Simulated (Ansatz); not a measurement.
Zinc-blende InP: smallest direct gap on the k points sampled by level of theory

No measured value is used here.

| level (code) | value (eV) | cell (Å³/atom) |
|---|---|---|
| LDA (Ansatz) | 0.46 | 25.27 |
| PBE (Ansatz) | 0.69 | 25.27 |
| PBE-D4 (Ansatz) | … | 25.56 |
| HSE06 (Ansatz) | 1.47 | 25.27 |
| Hartree–Fock (Ansatz) | 7.12 | 25.27 |

Problem. What belongs in the gaps?

Solution. 
- PBE-D4 (Ansatz, a first-principles code), value (eV): 0.63

Computed values are for a static lattice. Spin–orbit coupling is included only where a level's name says +SOC; with heavier elements it mostly lowers gaps and can invert bands.  Values are at the measured cell; PBE-D4 at the level's own equilibrium cell. Cutoffs and k meshes differ between the levels. Ansatz's density-functional and Hartree–Fock values are scalar-relativistic unless marked +SOC, with PAW data made under PBE.
